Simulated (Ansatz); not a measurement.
## SF⁺, triplet in cc-pVDZ: errors against UCCSDT(Q)

Geometry: a PBE0/def2-TZVP stationary point for this spin.

| atom | x (Å) | y (Å) | z (Å) |
| --- | --- | --- | --- |
| F | 0.0000 | 0.0000 | 0.0000 |
| S | 0.0000 | 0.0000 | 1.5040 |

Basis cc-pVDZ; Ansatz 0.2.0. Correlated methods freeze the noble-gas cores, which leaves 12 electrons in 26 orbitals. Prefix R: restricted or restricted open-shell reference; prefix U: unrestricted. Active spaces: valence = (12e, 8o) chosen from the atoms' valence shells.

Full CI isn't at hand for all of this; UCCSDT(Q) serves as the reference, and is uncertain by about the last step of the cluster series. The frozen core follows each run's orbitals, which can shift R against U totals by a few meV.

For open shells CISD is restricted-active-space CI with the open shells as a complete middle space.

* UHF ⟨S²⟩: 2.022
* T1 diagnostic (RCCSD): 0.0272
* largest doubles amplitude (RCCSD): 0.060
* T1 diagnostic (UCCSD): 0.0248

```json
{"level": "RHF", "E − E(UCCSDT(Q)) (kJ/mol)": "816.9", "share of correlation (%)": "0.00", "wall time": "–"}
{"level": "UHF", "E − E(UCCSDT(Q)) (kJ/mol)": "798.0", "share of correlation (%)": "2.30", "wall time": "–"}
{"level": "RMP2", "E − E(UCCSDT(Q)) (kJ/mol)": "64.5", "share of correlation (%)": "92.10", "wall time": "–"}
{"level": "UMP2", "E − E(UCCSDT(Q)) (kJ/mol)": "67.9", "share of correlation (%)": "91.68", "wall time": "–"}
{"level": "CISD", "E − E(UCCSDT(Q)) (kJ/mol)": "72.1", "share of correlation (%)": "91.18", "wall time": "4.7 s"}
{"level": "RCCSD", "E − E(UCCSDT(Q)) (kJ/mol)": "23.0", "share of correlation (%)": "97.19", "wall time": "–"}
{"level": "UCCSD", "E − E(UCCSDT(Q)) (kJ/mol)": "22.8", "share of correlation (%)": "97.21", "wall time": "–"}
{"level": "RCCSD(T)", "E − E(UCCSDT(Q)) (kJ/mol)": "3.9", "share of correlation (%)": "99.53", "wall time": "1.9 s"}
{"level": "UCCSD(T)", "E − E(UCCSDT(Q)) (kJ/mol)": "4.0", "share of correlation (%)": "99.52", "wall time": "1.6 s"}
{"level": "BCCD(T)", "E − E(UCCSDT(Q)) (kJ/mol)": "3.5", "share of correlation (%)": "99.58", "wall time": "2.3 s"}
{"level": "RCCSDT", "E − E(UCCSDT(Q)) (kJ/mol)": "2.0", "share of correlation (%)": "99.75", "wall time": "–"}
{"level": "UCCSDT", "E − E(UCCSDT(Q)) (kJ/mol)": "2.0", "share of correlation (%)": "99.76", "wall time": "–"}
{"level": "RCCSDT(Q)", "E − E(UCCSDT(Q)) (kJ/mol)": "0.6", "share of correlation (%)": "99.93", "wall time": "21 s"}
{"level": "CASSCF (valence space)", "E − E(UCCSDT(Q)) (kJ/mol)": "700.8", "share of correlation (%)": "14.21", "wall time": "–"}
{"level": "NEVPT2 (valence space)", "E − E(UCCSDT(Q)) (kJ/mol)": "109.5", "share of correlation (%)": "86.59", "wall time": "1.9 s"}
{"level": "MRCISD (valence space)", "E − E(UCCSDT(Q)) (kJ/mol)": "51.3", "share of correlation (%)": "93.71", "wall time": "–"}
{"level": "MRCISD+Q (valence space)", "E − E(UCCSDT(Q)) (kJ/mol)": "6.2", "share of correlation (%)": "99.24", "wall time": "3.8 s"}
```

The correlation energy at UCCSDT(Q), counted from RHF, is -8.466 eV. That run took 18 s on 1 thread of Intel Xeon, shared host.

Times hold each run's SCF and search for its determinant on a shared host, so for small cases they say little of a method's own cost; they ran on 1 thread of Intel Xeon.

Natural occupations of CASSCF (valence space) about the gap: 1.990 1.990 1.965 1.010 1.010 0.039; effectively unpaired electrons, Σ n²(2−n)², 2.01.
